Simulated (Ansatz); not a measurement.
A made-up structure of AlBNH₂, doublet:

```xyz
5
angstrom
B -0.4332 -0.4489 -0.1023
N 0.3297 0.5087 0.0353
Al 1.1171 -1.0543 0.8279
H -1.2996 -0.5693 -0.5052
H 0.2860 1.5637 -0.2557
```

It is relaxed with PBE-D4/def2-SVP and then PBE0-D4/def2-TZVP (Ansatz 0.2.0). Atoms count as bonded within 1.22 times the sum of their covalent radii (H–H: 0.88 Å). The end point is not checked to be a true minimum.

**Question.** Does its bonding change? (Judge from chemistry; the calculation decides.)

**Answer.** The calculation gives: No: no bond forms or breaks.

Where it ends: The first stage lowers the energy by 2.17 eV in 8 steps. It ends as AlBNH₂ ([BH]1[NH][Al]1):
| atom | x (Å) | y (Å) | z (Å) |
| --- | --- | --- | --- |
| B1 | -0.5405 | -0.4427 | -0.1576 |
| N2 | 0.4139 | 0.4920 | 0.0816 |
| Al3 | 1.3596 | -0.9131 | 0.9133 |
| H4 | -1.6094 | -0.6057 | -0.6509 |
| H5 | 0.3765 | 1.4695 | -0.1864 |

Labels in which every atom is bracketed show which atoms are joined, not bond orders.

For scale, one of the runs: PBE0-D4/def2-TZVP relaxation, 111 basis functions, launched by `ansatz run in.yaml --threads 2 --pin off --events-out ev --progress --plain --max-ram 4352MiB`. The run took about 20 s on 2 CPU threads of an Arm Neoverse V1 (shared host).
